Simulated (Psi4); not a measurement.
**BSiH2F (SMILES B[Si]F): a chain of runs**

Aim: a geometry optimisation (USVWN-RPA/def2-TZVP), then the harmonic vibrations of BSiH2F. 

Program for the calculation: Psi4 1.11.

## Step 1: The system as given

BSiH2F has 5 atoms, charge 0, and is taken as a triplet. SMILES: `B[Si]F`. Geometry: relaxed at GFN2-xTB. The run starts from this shape.

Bond lengths: B1–Si2 1.877 Å, Si2–F3 1.654 Å, B1–H4 1.171 Å, B1–H5 1.174 Å. Angles: B1–Si2–F3 118.5°, Si2–B1–H4 120.0°, Si2–B1–H5 119.8°, H4–B1–H5 120.2°.

## Step 2: A structure relaxation at USVWN-RPA/def2-TZVP (density fitting) (run 1)

job.py

```python
import psi4

psi4.set_memory(1600000000)
psi4.set_num_threads(1)
psi4.core.set_output_file('run.log', False)

molecule = psi4.geometry("""
0 3
B
Si 1 1.877193
F 2 1.654444 1 118.51625
H 1 1.170809 2 120.03416 3 179.83302
H 1 1.173952 4 120.18137 2 179.86359
""")

psi4.set_options({
    'basis': 'def2-TZVP',
    'reference': 'uks',
    'geom_maxiter': 60,
})

E, wfn = psi4.optimize('SVWN', molecule=molecule, return_wfn=True)
print('E =', round(E, 9))
print(molecule.to_string(dtype='xyz', units='Angstrom'))
```

Run with:

```console
$ python job.py
```

run.log:

```text
[...]
  Running in c1 symmetry.
[...]
  Nuclear repulsion =   80.830236030655939
[...]
  Multiplicity = 3
[...]
  Nalpha       = 16
  Nbeta        = 14
[...]
    Number of basis functions: 111
[...]
   @DF-UKS iter   1:  -413.55549096417559   -2.00138e-01   6.62925e-03 ADIIS/DIIS
[...]
   @DF-UKS iter   7:  -413.90471260473907   -1.19371e-12   2.82473e-09 DIIS
[...]
   @S^2 Observed:                2.001853932E+00
[...]
    Orbital Energies [Eh]
    ---------------------
    Alpha Occupied:
       1A    -65.196089     2A    -24.137247     3A     -6.464277
       4A     -5.096677     5A     -3.539492     6A     -3.537641
       7A     -3.534945     8A     -1.124308     9A     -0.546722
      10A     -0.484734    11A     -0.435499    12A     -0.432591
      13A     -0.371502    14A     -0.347758    15A     -0.235991
      16A     -0.222247
    Alpha Virtual:
      17A     -0.100931    18A     -0.059438    19A      0.017361
      20A      0.030573    21A      0.068769    22A      0.073250
      23A      0.079663    24A      0.094155    25A      0.127387
[...]
  @DF-UKS Final Energy:  -413.90471260473907
   => Energetics <=
    Nuclear Repulsion Energy =             81.7169256502531169
    One-Electron Energy =                -736.7257339271341152
    Two-Electron Energy =                 275.6798593038482181
    DFT Exchange-Correlation Energy =     -34.5757636317062307
    Empirical Dispersion Energy =           0.0000000000000000
    VV10 Nonlocal Energy =                  0.0000000000000000
    Total Energy =                       -413.9047126047390748
[...]
 Multipole Moments:
 ------------------------------------------------------------------------------------
     Multipole            Electronic (a.u.)      Nuclear  (a.u.)        Total (a.u.)
 ------------------------------------------------------------------------------------
 L = 1.  Multiply by 2.5417464519 to convert [e a0] to [Debye]
 Dipole X            :         -0.0000158            0.0000131           -0.0000027
 Dipole Y            :         -1.0017183            1.3025878            0.3008696
 Dipole Z            :          3.6224619           -3.4401272            0.1823347
 Magnitude           :                                                    0.3518074
[...]
  -Total Gradient:
     Atom            X                  Y                   Z
    ------   -----------------  -----------------  -----------------
       1       -0.000000392904    -0.000130320673     0.000054835428
       2       -0.000000156645    -0.000067147112     0.000093492351
       3        0.000000201853    -0.000254031047    -0.000037606947
       4        0.000000310512     0.000044395599     0.000109792437
       5        0.000000050827    -0.000051931312    -0.000046387828
[...]
    Final optimized geometry and variables:
    Molecular point group: c1
    Full point group: C1
    Geometry (in Angstrom), charge = 0, multiplicity = 3:
    B
    SI            1    1.924215
    F             2    1.599860      1  117.145888
    H             1    1.196013      2  117.892561      3 -179.998578
    H             1    1.202002      4  128.337055      2 -179.999085
[...]
```

Standard output:

```text
Some dependencies such as QCElemental have not yet finished migration to pydantic v2. If issues are encountered please downgrade pydantic or upgrade QCElemental as appropriate
	Previous geometry is closer to target in internal coordinates, so using that one.

	Best geometry has RMS(Delta(q)) = 7.86e-05

	Energy has increased in a minimization.
	Energy ratio indicates iffy step.
	Intrafrag trust radius decreased to   0.25.
	Previous geometry is closer to target in internal coordinates, so using that one.

	Best geometry has RMS(Delta(q)) = 6.75e-04

	Unable to completely converge to displaced geometry.
	RMS(dx):  3.881e-06 	Max(dx):  8.640e-06 	RMS(dq):  4.341e-06
	Previous geometry is closer to target in internal coordinates, so using that one.

	Best geometry has RMS(Delta(q)) = 4.28e-06

	Unable to completely converge to displaced geometry.
	RMS(dx):  9.206e-07 	Max(dx):  2.293e-06 	RMS(dq):  1.297e-06
Optimizer: Optimization complete!
E = -413.904712605
5
0 3 BFH2Si
B                    -0.000000235076     0.451498282840    -1.720097359847
Si                   -0.000000235076     0.451498282840     0.204118085762
F                    -0.000000235076    -0.972133128714     0.934066428045
H                     0.000026003558     1.508565989032    -2.279610193726
H                    -0.000012478581    -0.648535403746    -2.204590974653
```

Run time: 32 s. Hardware: 1 thread of Intel Xeon 6975P-C (Granite Rapids), shared host; peak memory 0.36 GiB.

Steps, from the record of the run:

```csv
step,energy from the first frame kept (eV),largest force (eV/Å)
0,0.0000,1.8630
1,-0.0789,0.6678
2,-0.0922,0.2252
3,-0.0912,0.2021
4,-0.0955,0.0428
5,-0.0957,0.0184
6,-0.0958,0.0141
7,-0.0959,0.0153
8,-0.0959,0.0132
```

After the run. Bond lengths: B1–Si2 1.924 Å, Si2–F3 1.600 Å, B1–H4 1.196 Å, B1–H5 1.202 Å. Angles: B1–Si2–F3 117.1°, Si2–B1–H4 117.9°, Si2–B1–H5 113.8°, H4–B1–H5 128.3°.

## Step 3: Vibrational wavenumbers at USVWN-RPA/def2-TZVP (density fitting) (run 2)

bfh2si.in

```
memory 1600 mb

molecule mol {
  0 3
  B      0.252091     0.697025    -0.116705
  Si    -0.901058    -0.833548    -0.290481
  F     -0.512477    -2.139235     0.548409
  H     -0.025954     1.680458    -0.737991
  H      1.180714     0.522144     0.626185
  symmetry c1
}

set basis def2-TZVP
set reference uks
set t 600.0
set rotational_symmetry_number 1

energy_value = freq("svwn")
print_variables()
```

Run with:

```console
$ psi4 -i bfh2si.in -o bfh2si.out -n 1
```

bfh2si.out, shortened:

```text
[...]
  Running in c1 symmetry.
[...]
  Nuclear repulsion =   81.716934204132087
[...]
  Multiplicity = 3
[...]
  Nalpha       = 16
  Nbeta        = 14
[...]
    Number of basis functions: 111
[...]
   @DF-UKS iter   1:  -413.57296757511426   -1.99648e-01   6.51397e-03 DIIS/ADIIS
[...]
  -Total Gradient:
     Atom            X                  Y                   Z
    ------   -----------------  -----------------  -----------------
       1        0.000042718388    -0.000109938755     0.000077301666
       2       -0.000016908019    -0.000108715405     0.000034209339
       3        0.000169771788    -0.000099294980     0.000164925104
       4       -0.000091693214    -0.000064753881    -0.000037803416
       5        0.000058095910     0.000010412625     0.000037399462
[...]
   @DF-UKS iter  13:  -413.90471260501329   -7.95808e-12   4.19476e-09 DIIS
[...]
   @S^2 Observed:                2.001853932E+00
[...]
    Orbital Energies [Eh]
    ---------------------
[...]
  @DF-UKS Final Energy:  -413.90471260501329
   => Energetics <=
    Nuclear Repulsion Energy =             81.7169342041320874
    One-Electron Energy =                -736.7257519588612240
    Two-Electron Energy =                 275.6798690887026169
    DFT Exchange-Correlation Energy =     -34.5757639389868388
    Empirical Dispersion Energy =           0.0000000000000000
    VV10 Nonlocal Energy =                  0.0000000000000000
    Total Energy =                       -413.9047126050132874
[...]
 Multipole Moments:
[...]
  ==> Harmonic Vibrational Analysis <==
[...]
  Freq [cm^-1]                 149.5151            322.7262            513.8192
[...]
  Freq [cm^-1]                 632.8972            693.3565            861.4324
[...]
  Freq [cm^-1]                 974.4180           2527.8967           2672.7784
[...]
  Total E_0, Enthalpy at 0 [K]                                                         -413.88341438 [Eh]
[...]
  Total H, Enthalpy at  600.00 [K]                                                     -413.86937088 [Eh]
[...]
  Total G, Gibbs energy at  600.00 [K]                                                 -413.94717585 [Eh]
[...]
```

On the terminal:

```text
Warning: used thermodynamics relations inappropriate for low-frequency modes: ['149.5151' '322.7262' '513.8192']
```

Run time: 92 s. Hardware: 1 thread of Intel Xeon 6975P-C (Granite Rapids), shared host; peak memory 0.43 GiB.

## Step 4: Results

```
                                                                          quantity             value
                               run 1, USVWN-RPA/def2-TZVP: total energy at the end     -413.90471 Eh
                                         run 1, USVWN-RPA/def2-TZVP: dipole moment            0.89 D
                    run 1, USVWN-RPA/def2-TZVP: HOMO energy (highest over α and β)          -6.05 eV
                     run 1, USVWN-RPA/def2-TZVP: LUMO energy (lowest over α and β)          -5.10 eV
                                                  run 1, USVWN-RPA/def2-TZVP: ⟨S²⟩             2.002
                            run 2, USVWN-RPA/def2-TZVP: lowest harmonic wavenumber          150 cm⁻¹
                           run 2, USVWN-RPA/def2-TZVP: highest harmonic wavenumber         2673 cm⁻¹
                                     run 2, USVWN-RPA/def2-TZVP: zero-point energy       55.9 kJ/mol
run 2, USVWN-RPA/def2-TZVP: ideal-gas entropy at 600 K (symmetry number 1 as used)  81.4 cal/(mol K)
```

**Reading.** The optimisation (run 1, USVWN-RPA/def2-TZVP) took 9 steps and changed the energy by -0.096 eV. All 9 modes (run 2, USVWN-RPA/def2-TZVP) are real, so the shape is a minimum at this level.
